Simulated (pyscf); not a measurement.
**Four-centre exchange: HO–Al(OH)–F + HF -> HO–Al(OH)–F + HF**

Gas phase, singlet surface, charge 0. Bonds broken: Al2–F4, F7–H8. Bonds formed: Al2–F7, F4–H8. Single points on ωB97X-D3(BJ)/def2-SVP structures (PySCF, gas phase). Correlated levels are frozen-core, on RHF or UHF. ΔMP2 is the change of the MP2 total energy from the triple- to the quadruple-zeta basis.

Transition state (Å):

```xyz
8

O     -0.2092     0.7256    -1.3217
Al    -0.3487    -0.0845     0.1547
O      0.8667    -0.0848     1.3283
F     -2.0672     0.0742     0.8194
H      0.5428     1.2398    -1.6169
H      0.8999    -0.5004     2.1894
F     -1.2061    -1.7070    -0.0741
H     -2.0070    -1.0177     0.4190
```

One imaginary mode, 476i cm⁻¹; descent along it reached the two sides named, in the forms told below.

```json
[
 {"bond": "Al2–F4", "change": "breaks", "reactant side (Å)": "1.723", "saddle": "1.849", "product side": "2.023"},
 {"bond": "F7–H8", "change": "breaks", "reactant side (Å)": "0.965", "saddle": "1.166", "product side": "1.645"},
 {"bond": "Al2–F7", "change": "forms", "reactant side (Å)": "2.019", "saddle": "1.849", "product side": "1.723"},
 {"bond": "F4–H8", "change": "forms", "reactant side (Å)": "1.652", "saddle": "1.165", "product side": "0.965"}
]
```

Electronic energies relative to the separated reactants (kcal/mol):

```csv
level,barrier,reaction energy,reverse barrier
ωB97X-D3(BJ)/def2-TZVP,-9.5,0.0,-9.5
PBE/def2-TZVP,-11.1,0.0,-11.1
r²SCAN/def2-TZVP,-12.4,0.0,-12.4
B3LYP-D3(BJ)/def2-TZVP,-9.0,0.0,-9.0
PBE0-D3(BJ)/def2-TZVP,-10.5,0.0,-10.5
M06-2X/def2-TZVP,-11.2,0.0,-11.2
ωB97M-D3(BJ)/def2-TZVP,-9.1,0.0,-9.1
HF/def2-TZVP,1.3,0.0,1.3
MP2/def2-QZVPP,-7.8,0.0,-7.8
CCSD/def2-TZVPP,-6.3,0.0,-6.3
CCSD(T)/def2-TZVPP,-7.9,0.0,-7.9
CCSD(T)/def2-TZVPP + ΔMP2(QZVPP),-7.6,0.0,-7.6
```

With CCSD(T)/def2-TZVPP + ΔMP2(QZVPP) energies and thermal terms (ideal gas, 1 atm, RRHO with modes under 100 cm⁻¹ raised to 100, one conformer, R ln 2 for chiral ones without a mode under 150 cm⁻¹), in kcal/mol:

```
T (K)   ΔH‡   ΔG‡   ΔH   ΔG
-----  ----  ----  ---  ---
298    -8.6   1.3  0.0  0.0
600    -9.0  11.6  0.0  0.0
900    -8.8  21.9  0.0  0.0
1200   -8.4  32.1  0.0  0.0
```

On the reactant side the descent ends in an adduct with a Al–F contact, 13.2 kcal/mol under the separated species and 3.7 kcal/mol under the saddle at ωB97X-D3(BJ)/def2-TZVP. On the product side the descent ends in an adduct with a Al–F contact, 13.2 kcal/mol under the separated species and 3.7 kcal/mol under the saddle at ωB97X-D3(BJ)/def2-TZVP. At ωB97X-D3(BJ)/def2-TZVP, PBE, r²SCAN, B3LYP-D3(BJ), PBE0-D3(BJ), M06-2X, ωB97M-D3(BJ)/def2-TZVP, MP2, CCSD, CCSD(T), CCSD(T) the saddle lies under the separated reactants, which points to a path from their complex (located at ωB97X-D3(BJ) alone). At ωB97X-D3(BJ)/def2-TZVP, PBE, r²SCAN, B3LYP-D3(BJ), PBE0-D3(BJ), M06-2X, ωB97M-D3(BJ)/def2-TZVP, MP2, CCSD, CCSD(T), CCSD(T) the saddle lies under the separated products, which points to a path from their complex (located at ωB97X-D3(BJ) alone). What is counted as formed (Al–F) is already present as a longer contact in the reactant adduct; forming that adduct is a step of its own. What is counted as broken (Al–F) persists as a longer contact in the product adduct; parting that adduct is a step of its own. This is the saddle that the search found; another between the same sides may lie lower. The CCSD(T) − MP2 part came from Ansatz, without density fitting, on the same reference.
